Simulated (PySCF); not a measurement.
Compound: C2H5F3N (charge +1).
Cartesian coordinates in Å at the PBE0-D3(BJ)/def2-SVP level; atoms count from 1:
```
atom  x, y, z in Å
N1    -1.085   -0.602    0.221
C2     0.369   -0.502   -0.080
C3     0.825    0.912    0.254
F4     0.106    1.778   -0.462
F5     2.098    1.059   -0.005
F6     0.588    1.153    1.544
H7    -1.622    0.084   -0.332
H8    -1.270   -0.397    1.215
H9    -1.462   -1.538    0.017
H10    0.914   -1.233    0.532
H11    0.531   -0.712   -1.145
```

Theory: PySCF 2.14.0, density-fitted response routines, TDDFT PBE0/def2-SVPD, vertical, gas phase, core orbitals frozen in the response.

**Question.** List the vertical singlet excitations with oscillator strengths and describe the spectrum.

**Answer.** 

```csv
state,E (eV),E (kJ/mol),λ (nm),f,symmetry,"main configurations (H = HOMO, L = LUMO)"
S1,9.68,934,128.0,0.0047,A′,H→L (99%)
S2,10.38,1001,119.5,0.0009,–,"H-1→L (90%), H-2→L (8%)"
S3,10.61,1024,116.8,0.0005,–,"H-2→L (88%), H-1→L (8%)"
S4,11.09,1070,111.8,0.038,A′,H-3→L (98%)
S5,11.32,1093,109.5,0.020,A′,H→L+1 (98%)
S6,11.41,1101,108.6,0.013,A″,"H→L+2 (66%), H-4→L (27%)"
S7,11.42,1102,108.5,0.021,A′,H→L+3 (95%)
S8,11.46,1106,108.2,0.0003,–,"H-4→L (60%), H→L+2 (32%)"
S9,11.96,1154,103.7,0.0022,A′,"H-5→L (66%), H-1→L+2 (29%)"
S10,11.98,1156,103.5,0.0003,–,"H-6→L (43%), H-1→L+1 (26%), H-1→L+3 (23%)"
```

Triplets, Tamm–Dancoff:

```
state  E (eV)  λ (nm)  main configurations (H = HOMO, L = LUMO)
   T1    9.47   130.9                                 H→L (95%)
   T2   10.28   120.6                  H-1→L (73%), H-2→L (22%)
   T3   10.43   118.9                  H-2→L (65%), H-1→L (24%)
   T4   10.90   113.7                  H-3→L (57%), H→L+3 (33%)
```

The lowest singlet comes at 128 nm (934 kJ/mol) in the vacuum ultraviolet; it is very weak; its leading configuration is HOMO→LUMO (99%). The most intense listed level is S4 at 11.09 eV (112 nm, f = 0.038), 1.40 eV above S1. Löwdin shares by element: HOMO fluorine 57%, carbon 22% or more (atoms not listed hold the other 21%); LUMO hydrogen 48% or more, nitrogen 20% (atoms not listed hold the other 31%). The oscillator strengths of these states sum to 0.101; summed over the whole spectrum of an exact calculation they would give the number of electrons, 50 (Thomas–Reiche–Kuhn). The listed states span 2.30 eV, and the widest gap between neighbours is 0.69 eV (S1 to S2). Of the 10 states listed, 4 reach f = 0.01 and 3 stay under 0.0005. No computed singlet lies in the visible range (380 to 750 nm); the lowest, at 128 nm, stands 6.42 eV above its violet end (3.26 eV). All these states lie below the vertical ionisation energy of 18.75 eV (ΔSCF). Symmetry labels in Cs follow from the direction of the transition dipole and are given only for states with f of 0.002 or more. Singlets were solved by full linear response, triplets in the Tamm–Dancoff approximation.
